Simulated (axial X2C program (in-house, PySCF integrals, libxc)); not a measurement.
# Outer orbitals of AlP at 2.219 Å, r2SCAN0

Computed with an in-house all-electron X2C program for linear molecules (integrals from PySCF). Spin-free means the one-electron spin-free X2C Hamiltonian; two-component (2c) means X2C with spin–orbit coupling and atomic mean-field two-electron Coulomb and Gaunt terms, so the difference of the two also holds small scalar two-electron terms. Basis: P dyall-v3z [8s7p2d1f], Al dyall-v3z [8s8p2d1f] (cores contracted in-house); Gaussian nuclei, density fitting, unrestricted open shells. Masses: P 30.974 u, Al 26.982 u.

The distance is close to the 2c PBE0 minimum; the highest filled and lowest empty levels are listed.

Spin-free orbitals, state M_S = 1, Λ = 1 (beyond evenly filled blocks: σα, π+α, π+β, π-α) (Löwdin shares):

| symmetry | occupied | ε (eV) | atomic character |
| --- | --- | --- | --- |
| σα | yes | -16.87 | 69% P s, 12% Al s, 12% Al p |
| σβ | yes | -14.89 | 66% P s, 16% Al s, 11% Al p |
| σα | yes | -9.95 | 46% Al s, 41% P p, 8% P s |
| σβ | yes | -8.59 | 47% Al s, 36% P p, 11% P s |
| π-α | yes | -6.92 | 77% P p, 16% Al p, 6% Al d |
| π+α | yes | -6.92 | 77% P p, 16% Al p, 6% Al d |
| σα | yes | -6.91 | 40% Al p, 35% P p, 22% Al s |
| π+β | yes | -5.70 | 66% P p, 27% Al p, 5% Al d |
| π-β | no | -3.79 | 60% P p, 34% Al p, 4% Al d |
| σβ | no | -3.46 | 37% P p, 36% Al p, 22% Al s |
| π+α | no | -1.65 | 76% Al p, 11% P p, 8% Al d |
| π-α | no | -1.65 | 76% Al p, 11% P p, 8% Al d |

Spinors with spin–orbit coupling (state Ω = 2):

```tsv
ω	occupied	ε (eV)	atomic character	λ mixture
1/2	yes	-16.86	68% P s, 12% Al s, 12% Al p	100% σ
-1/2	yes	-14.89	66% P s, 16% Al s, 11% Al p	100% σ
1/2	yes	-9.95	46% Al s, 41% P p, 8% P s	100% σ
-1/2	yes	-8.59	47% Al s, 36% P p, 11% P s	100% σ
-1/2	yes	-6.93	77% P p, 16% Al p, 6% Al d	100% π
1/2	yes	-6.90	40% Al p, 35% P p, 22% Al s	100% σ
3/2	yes	-6.90	77% P p, 16% Al p, 6% Al d	100% π
1/2	yes	-5.72	66% P p, 27% Al p, 5% Al d	100% π
-3/2	no	-3.77	60% P p, 34% Al p, 4% Al d	100% π
-1/2	no	-3.46	37% P p, 36% Al p, 22% Al s	100% σ
-1/2	no	-1.66	76% Al p, 11% P p, 7% Al d	100% π
3/2	no	-1.64	76% Al p, 11% P p, 8% Al d	100% π
```

Q: How does the gap between the highest filled and lowest empty level change from the spin-free to the 2c table?

A: From 1.91 to 1.95 eV at r2SCAN0, a change of 0.04 eV.

Mulliken charges and populations of the two-component result (they depend on the basis, above all on diffuse functions):

P -0.19 e (s 5.86 p 9.30 d 0.03), Al 0.19 e (s 5.66 p 7.02 d 0.12 f 0.01). ⟨Lz⟩ = 1.00 ħ and ⟨Sz⟩ = 1.00 ħ (0.73 and 0.27 on the two atoms), which add up to Ω.

Density functionals use the spin component along the axis (collinear). Without a current term, density functionals place determinants with orbital angular momentum somewhat too high. The state is one determinant with fixed occupations, lowest in a PBE0 search at one distance only: followed along the bond, the 2c determinant Ω = 1 reaches 0.06 eV lower at PBE0, at Re = 2.426 Å, so the state shown is not the lowest. With several unpaired electrons one determinant need not be a pure state. Open-shell Ω = 0 determinants with evenly filled partner blocks cannot be reached by this program, so the Ω shown need not be the lowest component. The determinant is spin-polarised beyond a pure state at some levels (its spin-free form has ⟨S²⟩ too high), which makes Re and μ there less reliable.
